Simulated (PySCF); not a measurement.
# C4H5P: the cost of one run

Programs: PySCF 2.14.0, with routines of our own; each step states its level. All values are computed. Atoms count from 0.

### 1 The system as given

10 atoms, charge 0, multiplicity 1; geometry from: GFN2-xTB.

### 2 Relaxing the molecule at CAM-B3LYP/def2-SVP

Job settings and geometry (Å):

```
{"job": {"xc": "CAM-B3LYP", "basis": "def2-SVP", "grid": 1, "kind": "geom"}, "charge": 0, "multiplicity": 1}
C     -0.368879    -1.056382     0.266235
C      0.974256    -0.614711     0.002178
C      1.056085     0.660920    -0.420090
P     -0.582692     1.367777    -0.682078
C     -1.306145    -0.115580     0.045633
H     -0.577722    -2.049475     0.632270
H      1.824677    -1.259871     0.158803
H      1.965663     1.175946    -0.678103
H     -0.609709     2.144334     0.477205
H     -2.366650    -0.248305     0.175421
```

Run with:

```
$ OMP_NUM_THREADS=1 python excited_run.py task.json out
```

The driver reads the jobs from task.json and runs them one after another.

**Question.** How long does this first job take on 1 thread of AMD EPYC 9R45, shared host, and how much memory does it need?

About 13 s, with a peak of 0.45 GiB.
